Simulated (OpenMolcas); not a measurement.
# N2H (dinitrogen monohydride), step by step

We compute the energy (UHF/STO-3G), then the energy (CASSCF(5,5)/STO-3G), then a single-point energy (CASPT2(5,5)/STO-3G), then the energy (SC-NEVPT2(5,5)/STO-3G), then the energy (MRCI(5,5)/STO-3G) of N2H (dinitrogen monohydride). 

The results are computed with OpenMolcas 26.06.

## Step 1: The system as given

The species is N2H (3 atoms), meant as a doublet with charge 0. SMILES: `[N]=N`. The N2–H3 distance was set to 1.815 Å, away from the relaxed value. At this shape a bond of the SMILES string is far longer than usual.

Bond lengths: N1–N2 1.164 Å.

## Step 2: The energy at UHF/STO-3G (run 1)

step1.input

```
&GATEWAY
  BasLib=$CurrDir
  Coord
  3
  angstrom
  N        0.886872      -1.398847       0.340025
  N       -0.071498      -0.943787      -0.137935
  H       -0.472040       0.825820      -0.172480
  Basis=STO-3G
  Group=NoSym

&SEWARD

&SCF
  UHF
  Spin=2
  Scramble=0.25
  PrOrbitals=1 1
```

The basis set STO-3G is read from a file made from the Basis Set Exchange's data (not shown).

Run with:

```console
$ export MOLCAS_MEM=1860
$ pymolcas step1.input > step1.log
```

The log of the run:

```text
--- Start Module: gateway ---
[...]
--- Stop Module: gateway /rc=_RC_ALL_IS_WELL_ ---
--- Start Module: seward ---
[...]
      Basis functions           11
--- Stop Module: seward /rc=_RC_ALL_IS_WELL_ ---
--- Start Module: scf ---
[...]
       Convergence after  48 Iterations
[...]
::    Total SCF energy                               -107.9584478258
[...]
      Total spin, S                                     0.6841006441
[...]
      Total electronic charge=   15.000000
      Total            charge=   -0.000000
[...]
      Dipole Moment (debye):
      Origin of the operator (angstrom)=    0.3771   -1.1019    0.0915
                   X=  7.4243E-03               Y=  1.2752E-01               Z=  1.7410E-02           Total=  1.2892E-01
      Quadrupole Moment (debye*angstrom):
[...]
--- Stop Module: scf /rc=_RC_ALL_IS_WELL_ ---
[...]
```

It took 2.5 s on 1 thread of Arm Neoverse V1, shared host; peak memory 0.37 GiB.

## Step 3: A single-point energy at CASSCF(5,5)/STO-3G (run 2)

step2.inp

```
&GATEWAY
BASLIB = $CurrDir
COORD
3
angstrom
N        0.886872      -1.398847       0.340025
N       -0.071498      -0.943787      -0.137935
H       -0.472040       0.825820      -0.172480
BASIS = STO-3G
GROUP = NoSym
&SEWARD
&RASSCF
FILEORB = $CurrDir/step1.UnaOrb
SPIN = 2
NACTEL = 5 0 0
INACTIVE = 5
RAS2 = 5
ORBLISTING = Nothing
ORBAPPEAR = Compact
```

The basis set STO-3G is read from a file made from the Basis Set Exchange's data (not shown).

Run with:

```console
$ export MOLCAS_MEM=1860
$ pymolcas step2.inp > step2.log
```

The log of the run:

```text
--- Start Module: gateway ---
[...]
--- Stop Module: gateway /rc=_RC_ALL_IS_WELL_ ---
--- Start Module: seward ---
[...]
      Basis functions           11
--- Stop Module: seward /rc=_RC_ALL_IS_WELL_ ---
--- Start Module: rasscf ---
[...]
      Number of active orbitals                  5
[...]
      Spin quantum number                      0.5
[...]
      Active orbitals                            5
[...]
      Number of CSFs                            75
[...]
      Number of root(s) required                 1
[...]
      Convergence after 13 iterations
[...]
      printout of CI-coefficients larger than  0.05 for root  1
      energy=    -108.066692
      conf/sym  11111     Coeff  Weight
             1  22u00  -0.95316 0.90851
            30  20u20  -0.15708 0.02467
            35  ududu  -0.06923 0.00479
            36  uduud  -0.11902 0.01417
            41  02u02  -0.16645 0.02771
            66  uuudd   0.07787 0.00606
[...]
      Natural orbitals and occupation numbers for root  1
      sym 1:   1.905885   1.907262   1.000380   0.092295   0.094178
      ************************************************************************************************************************
      *                                                    Final results                                                     *
[...]
::    RASSCF root number  1 Total energy:   -108.06669197
[...]
      Total electronic charge=   15.000000
      Total            charge=   -0.000000
[...]
      Dipole Moment (debye):
      Origin of the operator (angstrom)=    0.3771   -1.1019    0.0915
                   X=  1.5668E-02               Y= -1.4357E-02               Z=  7.0903E-03           Total=  2.2403E-02
      Quadrupole Moment (debye*angstrom):
[...]
--- Stop Module: rasscf /rc=_RC_ALL_IS_WELL_ ---
[...]
```

Run time: 1.9 s. Hardware: 1 thread of Arm Neoverse V1, shared host; peak memory 0.37 GiB.

## Step 4: A single-point energy at CASPT2(5,5)/STO-3G (run 3)

step3.input

```
&GATEWAY
  BasLib = $CurrDir
  Coord
  3
  angstrom
  N        0.886872      -1.398847       0.340025
  N       -0.071498      -0.943787      -0.137935
  H       -0.472040       0.825820      -0.172480
  Basis = STO-3G
  Group = NoSym

&SEWARD

&RASSCF
  FileOrb = $CurrDir/step2.RasOrb
  Spin = 2
  Nactel = 5 0 0
  Inactive = 5
  Ras2 = 5
  OrbListing = Nothing
  OrbAppear = Compact

&CASPT2
  Imaginary = 0.1
  Frozen = 2
```

The basis set STO-3G is read from a file made from the Basis Set Exchange's data (not shown).

Run with:

```console
$ export MOLCAS_MEM=1860
$ pymolcas step3.input > step3.log
```

The log of the run:

```text
--- Start Module: gateway ---

                                              &GATEWAY

                       available to each process: 1.9 GB of memory, 1 thread

 Basis Set     1 Label: N.STO-3G
 Basis set is read from library:.
 basistype.tbl is not found

 Basis Set     2 Label: H.STO-3G
 Basis set is read from library:.
 basistype.tbl is not found

++    Symmetry information:
      ---------------------

                    Character Table for C1

                             E
                    a        1  x, y, xy, Rz, z, xz, Ry, yz, Rx, I
--

++    Basis set information:
      ----------------------

      Basis set label: N.STO-3G.........

[... 103 lines left out ...]
      Nuclear repulsion energy =   25.71924653
[... 84 lines left out ...]
      Note: transformation to natural orbitals
[... 4 lines left out ...]
      conf/sym  11111     Coeff  Weight
[... 15 lines left out ...]
++    Final optimization conditions:
[... 16 lines left out ...]
::    RASSCF root number  1 Total energy:   -108.06669197
[... 57 lines left out ...]
      Natural orbitals for root   1 are written to the RASORB.1 file
[... 53 lines left out ...]
      Imaginary shift                            0.10
[... 11 lines left out ...]
++ CASPT2 computation for group   1

********************************************************************************
 Multi-State initialization phase begins for group   1
--------------------------------------------------------------------------------
********************************************************************************
 Compute H0 matrices for state    1
--------------------------------------------------------------------------------
--------------------------------------------------------------------------------
 H0 matrices have been computed.

********************************************************************************
  CASPT2 EQUATION SOLUTION
--------------------------------------------------------------------------------
 Invalid disk address                    -8
 I/O error in DaFile_checkarg
 Unit =                    45

--- Stop Module: caspt2 /rc=-6 ---

.########################.
.# Non-zero return code #.
.########################.

    Timing: Wall=1.52 User=1.16 System=0.36
```

Wall time 1.8 s (1 thread of Arm Neoverse V1, shared host); peak memory 0.37 GiB.

The run ended with an error.

## Step 5: A single-point energy at SC-NEVPT2(5,5)/STO-3G (run 4)

step4.input

```
* HN2 NEVPT2
&GATEWAY
BasLib
$CurrDir
Coord
3
angstrom
N        0.886872      -1.398847       0.340025
N       -0.071498      -0.943787      -0.137935
H       -0.472040       0.825820      -0.172480
Basis
STO-3G
Group
NoSym
&SEWARD
&RASSCF
FileOrb
$CurrDir/step2.RasOrb
Spin
2
Nactel
5 0 0
Inactive
5
Ras2
5
OrbListing
Nothing
OrbAppear
Compact
&CASPT2
SC-NEVPT2
Frozen
2
```

The basis set STO-3G is read from a file made from the Basis Set Exchange's data (not shown).

Run with:

```console
$ export MOLCAS_MEM=1860
$ pymolcas step4.input > step4.log
```

The log of the run:

```text
--- Start Module: gateway ---
[...]
--- Stop Module: gateway /rc=_RC_ALL_IS_WELL_ ---
[...]
      Basis functions           11
[...]
--- Start Module: rasscf ---
[...]
      Number of active orbitals                  5
[...]
      Spin quantum number                      0.5
[...]
      Active orbitals                            5
[...]
      Number of CSFs                            75
[...]
      Number of root(s) required                 1
[...]
      Convergence after  4 iterations
[...]
      printout of CI-coefficients larger than  0.05 for root  1
      energy=    -108.066692
      conf/sym  11111     Coeff  Weight
             1  22u00  -0.95316 0.90851
            30  20u20  -0.15708 0.02467
            35  ududu  -0.06923 0.00479
            36  uduud  -0.11902 0.01417
            41  02u02  -0.16645 0.02771
            66  uuudd   0.07787 0.00606
[...]
      Natural orbitals and occupation numbers for root  1
      sym 1:   1.905885   1.907262   1.000380   0.092295   0.094178
      ************************************************************************************************************************
      *                                                    Final results                                                     *
[...]
::    RASSCF root number  1 Total energy:   -108.06669197
[...]
      Total electronic charge=   15.000000
      Total            charge=   -0.000000
[...]
      Dipole Moment (debye):
      Origin of the operator (angstrom)=    0.3771   -1.1019    0.0915
                   X=  1.5668E-02               Y= -1.4355E-02               Z=  7.0907E-03           Total=  2.2401E-02
      Quadrupole Moment (debye*angstrom):
[...]
--- Stop Module: rasscf /rc=_RC_ALL_IS_WELL_ ---
--- Start Module: caspt2 ---
[...]
 ###    WARNING: User changed nr of frozen orbitals.                         ###
 ###############################################################################
[...]
      E2 (Variational):          -0.0467688924
[...]
      E2 (Variational):          -0.0465921041
      Total energy:            -108.1132840695
[...]
      Reference weight:           0.98294
[...]
::    SC-NEVPT2 Root  1     Total energy:   -108.11328407
[...]
--- Stop Module: caspt2 /rc=_RC_ALL_IS_WELL_ ---
[...]
```

Run time: 1.8 s. Hardware: 1 thread of Arm Neoverse V1, shared host; peak memory 0.37 GiB.

## Step 6: The energy at MRCI(5,5)/STO-3G (run 5)

step5.inp

```
* HN2 MRCI

&gateway
  baslib=$CurrDir
  coord
  3
  angstrom
  N        0.886872      -1.398847       0.340025
  N       -0.071498      -0.943787      -0.137935
  H       -0.472040       0.825820      -0.172480
  basis=STO-3G
  group=NoSym

&seward

&rasscf
  fileorb=$CurrDir/step2.RasOrb
  spin=2
  nactel=5 0 0
  inactive=5
  ras2=5
  orblisting=Nothing
  orbappear=Compact

&motra
  lumorb
  frozen=2

&guga
  electrons=11
  spin=2
  inactive=3
  active=5
  ciall=1

&mrci
  sdci
```

The basis set STO-3G is read from a file made from the Basis Set Exchange's data (not shown).

Run with:

```console
$ export MOLCAS_MEM=1860
$ pymolcas step5.inp > step5.log
```

The log of the run:

```text
--- Start Module: gateway ---
[...]
--- Stop Module: gateway /rc=_RC_ALL_IS_WELL_ ---
[...]
      Basis functions           11
[...]
      Number of active orbitals                  5
[...]
      Spin quantum number                      0.5
[...]
      Active orbitals                            5
[...]
      Number of CSFs                            75
[...]
      Number of root(s) required                 1
[...]
      Convergence after  4 iterations
[...]
      printout of CI-coefficients larger than  0.05 for root  1
      energy=    -108.066692
      conf/sym  11111     Coeff  Weight
             1  22u00  -0.95316 0.90851
            30  20u20  -0.15708 0.02467
            35  ududu  -0.06923 0.00479
            36  uduud  -0.11902 0.01417
            41  02u02  -0.16645 0.02771
            66  uuudd   0.07787 0.00606
[...]
      Natural orbitals and occupation numbers for root  1
      sym 1:   1.905885   1.907262   1.000380   0.092295   0.094178
      ************************************************************************************************************************
      *                                                    Final results                                                     *
[...]
::    RASSCF root number  1 Total energy:   -108.06669197
[...]
      Dipole Moment (debye):
      Origin of the operator (angstrom)=    0.3771   -1.1019    0.0915
                   X=  1.5668E-02               Y= -1.4355E-02               Z=  7.0907E-03           Total=  2.2401E-02
      Quadrupole Moment (debye*angstrom):
[...]
      *** WARNING: Default frozen orbitals is overwritten by user input.
      *** Default values:   2
[...]
--- Start Module: guga ---
[...]
--- Stop Module: guga /rc=_RC_ALL_IS_WELL_ ---
--- Start Module: mrci ---
[...]
       (But an ACPF correction will be computed)
       USE THE DEFAULT ACPF G-VALUE GFAC=  0.18181818181818182
[...]
                      CI ENERGY:  -108.12610861
[...]
                ACPF CORRECTION:    -0.00156060
[...]
      Total electronic charge=   15.000000
      Total            charge=   -0.000000
[...]
     ACPF CORRECTION:     -0.00156060
[...]
  CI State   1     Total energy:   -108.12610861     QDav:     -0.00191860     QACPF:     -0.00156060
[...]
--- Stop Module: mrci /rc=_RC_ALL_IS_WELL_ ---
[...]
```

Wall time 3.3 s (1 thread of Arm Neoverse V1, shared host); peak memory 0.37 GiB.

## Step 7: Results

```
                                                    quantity                value
                             run 1, UHF/STO-3G: total energy        -107.95845 Eh
                            run 1, UHF/STO-3G: dipole moment               0.13 D
       run 1, UHF/STO-3G: HOMO energy (highest over α and β)            -10.68 eV
        run 1, UHF/STO-3G: LUMO energy (lowest over α and β)              6.90 eV
                                     run 1, UHF/STO-3G: ⟨S²⟩                1.152
                     run 2, CASSCF(5,5)/STO-3G: total energy        -108.06669 Eh
   run 2, CASSCF(5,5)/STO-3G: dipole moment (CASSCF density)               0.02 D
                  run 4, SC-NEVPT2(5,5)/STO-3G: total energy        -108.11328 Eh
run 4, SC-NEVPT2(5,5)/STO-3G: dipole moment (CASSCF density)               0.02 D
                       run 5, MRCI(5,5)/STO-3G: total energy        -108.12611 Eh
     run 5, MRCI(5,5)/STO-3G: dipole moment (CASSCF density)               0.02 D
                                   run 3, CASPT2(5,5)/STO-3G  no result (crashed)
```

What this shows: ⟨S²⟩ (run 1, UHF/STO-3G) is 1.15 where a pure doublet has 0.75: the reference is spin-contaminated. 1 of the 5 runs did not end normally.
